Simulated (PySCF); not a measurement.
# Working out the electron affinity of Li

Li⁻ [He] 2s2 (1S) → Li [He] 2s1 (2S). All numbers are calculated (PySCF 2.14, scalar relativity by spin-free X2C-1e, in aug-cc-pCVTZ-DK). Frozen: nothing. Energies in hartree (1 hartree = 27.21139 eV):

```csv
part,Li⁻ (lower),Li (upper)
UHF,-7.428822,-7.433380
CCSD correlation,-0.068418,-0.041562
(T),-0.000289,-0.000022
```

**Question.** What does Hartree-Fock give?

**Answer.** (-7.433380) − (-7.428822) = -0.004558 hartree = -0.124 eV.

**Question.** What do CCSD and CCSD(T) give?

**Answer.** The CCSD correlation energies differ by 0.026856 hartree = 0.731 eV and the triples by 0.000267 hartree = 0.007 eV, so CCSD gives 0.607 eV and CCSD(T) 0.614 eV.

A first-order spin-orbit estimate adds 0.000 eV to CCSD(T) (valence and next inner shell), giving 0.614 eV against 0.618 eV (measured; photodetachment measurements, as compiled on the Wikipedia data page of electron affinities).

The coupled-cluster amplitudes are large, so a single reference is strained.

What remains against the reference includes basis incompleteness and higher excitations.
